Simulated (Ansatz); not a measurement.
A made-up structure of CH2LiO, doublet:

Li1  (-2.256, 0.151, -0.305)
O2  (-0.678, 0.045, -0.085)
C3  (0.609, -0.046, 0.148)
H4  (-2.004, -1.414, -0.184)
H5  (1.214, 0.859, 0.200)
(Å)

It is relaxed with PBE-D4/def2-SVP and then PBE0-D4/def2-TZVP (Ansatz 0.2.0). Atoms count as bonded within 1.22 times the sum of their covalent radii (H–H: 0.88 Å). The end point is not checked to be a true minimum.

Question: Does its bonding change? (A judgement: the text doesn't fix the answer.)

Answer: Computed: No: no bond forms or breaks.

Where it ends: The first stage lowers the energy by 1.22 eV in 12 steps. It ends as CH₂LiO ([LiH][O][CH]):
Li1  (-1.939, -0.734, -0.211)
O2  (-0.228, 0.206, 0.005)
C3  (0.934, 0.302, 0.152)
H4  (-3.376, -1.444, -0.392)
H5  (1.495, 1.265, 0.221)
(Å)

Labels in which every atom is bracketed show which atoms are joined, not bond orders.

For scale, one of the runs: PBE0-D4/def2-TZVP relaxation, 88 basis functions, launched by `ansatz run in.yaml --threads 2 --pin off --events-out ev --progress --plain --max-ram 4352MiB`. Hardware: 2 CPU threads of an Arm Neoverse V2, shared host. Wall time about 22 s.
